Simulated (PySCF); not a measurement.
All values below come from CAM-B3LYP-D3(BJ)/def2-TZVP in PySCF. All species are isolated molecules in the gas phase. 

Reference species (SMILES): `[AlH3]` (neutral, multiplicity 1).

HOMO: -10.02 eV
HOMO–LUMO gap: 9.18 eV

Changed species: `[F][Al]([F])[F]` (3 of 3 H replaced by F; the reference has 0 of 3 H replaced by F).

Q: What does the change do to the HOMO and HOMO–LUMO gap?

A: the HOMO falls by 3.31 eV, to -13.33 eV; the HOMO–LUMO gap increases by 3.45 eV, to 12.63 eV.
